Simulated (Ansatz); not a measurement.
Ideal-gas functions of C₂H₄N₂, SMILES `NC1=CN1` at 500 K and 1 bar, from an Ansatz frequency run at PBE0-D4/def2-TZVP.

Molar mass 56.07 g/mol, point group C1 (symmetry number 1), electronic degeneracy 1, moments of inertia 22.374, 66.877, 86.94 u Å². Harmonic wavenumbers (cm⁻¹, unscaled): 204, 379, 402, 443, 513, 652, 928, 1003, 1102, 1165, 1247, 1373, 1625, 1923, 3326, 3382, 3607, 3725.

Use S(trans) = R[1.5 ln M + 2.5 ln T − 1.1517]; rotational temperatures θ = 24.2544 K / I; S(rot) = R[ln(√π/σ · √(T³/θAθBθC)) + 1.5]; for each mode x = 1.438777 ν̃/T, S = R[x/(eˣ − 1) − ln(1 − e⁻ˣ)] and H = RT x/(eˣ − 1); 1 cm⁻¹ = 0.0119627 kJ/mol; R = 8.31446 J/(mol·K).

Q: By hand: the entropy, in J/(mol·K).

A: Translation 169.8. Rotation: θ = 1.084, 0.3627, 0.279 K, giving 103.9. Vibration, mode by mode: 12.86, 7.99, 7.55, 6.84, 5.79, 4.20, 2.25, 1.90, 1.51, 1.31, 1.08, 0.81, 0.44, 0.22, 0.01, 0.01, 0.00, 0.00, in all 54.8. Electronic 0.0. Sum 328.5 J/(mol·K).

Q: By hand: H − E and G − E in kJ/mol, counted from the electronic energy.

A: Zero-point energy ½ × 26999 × 0.0119627 = 161.5; thermal vibration 16.5; translation, rotation and pV give 4 RT = 16.6. H − E = 194.6 kJ/mol, and G − E = 194.6 − 500 × 328.5/1000 = 30.3 kJ/mol.

Vibration gives 17 % of the entropy. The sum counts one conformer and one mirror image; others add a mixing term.
